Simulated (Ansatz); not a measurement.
**BH₇OSi: up Jacob's ladder to CCSD(T)**

How much do the methods differ for BH₇OSi? The plan is to run it at one geometry with functionals of several rungs and with coupled cluster, and see how far each lands from CCSD(T) at the basis-set limit for the atomisation energy.

Program: Ansatz 0.2.0, Gaussian basis. Level of theory: functionals in def2-TZVPP, the program's frozen cores in correlated methods. These are calculated values, not measurements.

Levels to be run: LDA (SPW92), PBE-D4, revPBE-D4, BLYP-D4, r2SCAN-D4, B97M-V, PBE0-D4, B3LYP-D4, r2SCANh-D4, r2SCAN0-D4, HSE06-D4, BHLYP-D4, CAM-B3LYP-D4, LC-ωPBE, ωB97X-V, ωB97M-V, B2PLYP, PBE-QIDH; CCSD(T)/def2-SVP; CCSD(T)/def2-TZVPP; MP2/def2-QZVPP; extrapolation to the limit; RPA on PBE.

### Step 1. Structure used throughout

The geometry comes from an earlier relaxation with PBE0-D4 in a triple-zeta def2 set; it is a stationary point, not always the lowest conformer.

SMILES `[BH3-][OH+][SiH3]`, 10 atoms, charge 0, spin multiplicity 1.

Atoms are counted from 1 here; the program's logs count them from 0.

Bond lengths: B1–O2 1.654 Å, B1–H4 1.208 Å, B1–H5 1.203 Å, B1–H6 1.218 Å, O2–Si3 1.699 Å, O2–H7 0.960 Å, Si3–H8 1.476 Å, Si3–H9 1.473 Å, Si3–H10 1.486 Å. Angles: O2–B1–H4 104.8°, O2–B1–H5 105.5°, O2–B1–H6 100.1°, H4–B1–H5 116.3°, H4–B1–H6 113.5°, H5–B1–H6 114.3°, B1–O2–Si3 110.3°, B1–O2–H7 114.0°, Si3–O2–H7 119.7°, O2–Si3–H8 110.6°, O2–Si3–H9 106.9°, O2–Si3–H10 104.0°, H8–Si3–H9 113.4°, H8–Si3–H10 110.3°, H9–Si3–H10 111.2°.

### Step 2. LDA

This LDA is Slater exchange with PW92 correlation.

File in.yaml:

```yaml
crystal:
  periodic: [false, false, false]
  atoms:
    - {symbol: B, position_ang: [-1.052076, 0.637004, -0.702980]}
    - {symbol: O, position_ang: [0.558349, 0.314431, -0.508694]}
    - {symbol: Si, position_ang: [0.810141, -0.603398, 0.898896]}
    - {symbol: H, position_ang: [-1.439894, -0.189409, -1.493539]}
    - {symbol: H, position_ang: [-1.110208, 1.783958, -1.060067]}
    - {symbol: H, position_ang: [-1.447197, 0.444886, 0.432858]}
    - {symbol: H, position_ang: [1.008469, 0.072564, -1.321834]}
    - {symbol: H, position_ang: [-0.076575, -1.783492, 0.914423]}
    - {symbol: H, position_ang: [0.601358, 0.300844, 2.042154]}
    - {symbol: H, position_ang: [2.230834, -1.028487, 0.801584]}
basis:
  gaussian: {orbitals: def2-TZVPP}
hamiltonian: {xc: lda}
output: {orbitals: {seedname: orbitals}}
```

The run is started by

```
$ ansatz run in.yaml --threads 4 --pin off --events-out ev --progress --plain --max-ram 10444MiB
```

After this run come: PBE-D4 (GGA); revPBE-D4 (GGA); BLYP-D4 (GGA); r2SCAN-D4 (meta-GGA); B97M-V (meta-GGA); PBE0-D4 (hybrid); B3LYP-D4 (hybrid); r2SCANh-D4 (hybrid); r2SCAN0-D4 (hybrid); HSE06-D4 (hybrid); BHLYP-D4 (hybrid); CAM-B3LYP-D4 (range-separated); LC-ωPBE (range-separated); ωB97X-V (range-separated); ωB97M-V (range-separated); B2PLYP (double hybrid); PBE-QIDH (double hybrid); CCSD(T) in def2-SVP; CCSD(T) in def2-TZVPP; MP2 in def2-QZVPP; RPA on PBE orbitals.

Q: Predict the results of all the runs planned. Wanted: atomisation energy, CCSD(T)/CBS; farthest beyond LDA; mean size of error, GGA; mean size of error, meta-GGA; mean size of error, hybrid; mean size of error, range-separated; mean size of error, double hybrid; gap, smallest and largest; T1 diagnostic.

**Answer**, as computed:

| quantity | value |
| --- | --- |
| atomisation energy, CCSD(T)/CBS | 3178.9 kJ/mol |
| functionals within 15.9 kJ/mol (0.5 %) | r2SCAN-D4, B97M-V, B3LYP-D4, ωB97X-V, ωB97M-V |
| farthest beyond LDA | revPBE-D4 (-80.8 kJ/mol) |
| mean size of error, GGA | 44.0 kJ/mol |
| mean size of error, meta-GGA | 4.0 kJ/mol |
| mean size of error, hybrid | 32.3 kJ/mol |
| mean size of error, range-separated | 18.7 kJ/mol |
| mean size of error, double hybrid | 40.9 kJ/mol |
| gap, smallest and largest | 4.84 eV (LDA (SPW92)), 12.42 eV (LC-ωPBE) |
| T1 diagnostic | 0.0103 |
| triples share of the correlation energy | 3.0 % |

The LDA atomisation energy is off by 360.9 kJ/mol (11 %): it overbinds. PBE-D4 is off by -24.1 kJ/mol. Double hybrids carry the basis error of their MP2 part in triple zeta, and no dispersion term here, so their miss is partly the set-up's. By mean error the best rung here is meta-GGA (4.0 kJ/mol) and the worst beyond LDA is GGA (44.0 kJ/mol). Misses under about 15.9 kJ/mol are within the doubt on the reference itself, which lacks core-valence correlation, relativity and higher excitations. Hartree-Fock recovers 76 % of the binding; the rest is correlation. CCSD(T) in def2-SVP is off by -185.8 kJ/mol, so the small basis spoils what the method gains. The gap grows from 4.8 to 12.4 eV across the functionals, mostly with the share of exact exchange.
